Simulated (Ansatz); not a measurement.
Basis-set extrapolation for C₅H₁₀O (`C=COCCC`) (PBE0-D4/def2-TZVP geometry, frozen core, Ansatz 0.2.0). Multiplicity 1, RHF reference.

```csv
,def2-TZVPP,def2-QZVPP
HF,-270.098959,-270.111727
MP2 correlation,-1.083184,-1.155640
CCSD(T) correlation,-1.182908,not run
```

Energies in hartree. Use E(X) = E(∞) + A·exp(−7.88·√X) for Hartree–Fock and E(X) = E(∞) + B·X^(−2.97) for correlation, with X = 3 and 4, and add CCSD(T) minus MP2 of the smaller set to the MP2 limit.

Question: What is the CCSD(T) energy at the basis-set limit?

Answer: HF limit: -270.111727 + (-0.012768) × 0.13774 = -270.11349. MP2 limit: -1.155640 + (-0.072456) × 0.74074 = -1.20931. Higher-order term: -1.182908 − (-1.083184) = -0.09972. Total: -271.42252 hartree, 3.83 eV below CCSD(T)/def2-TZVPP.
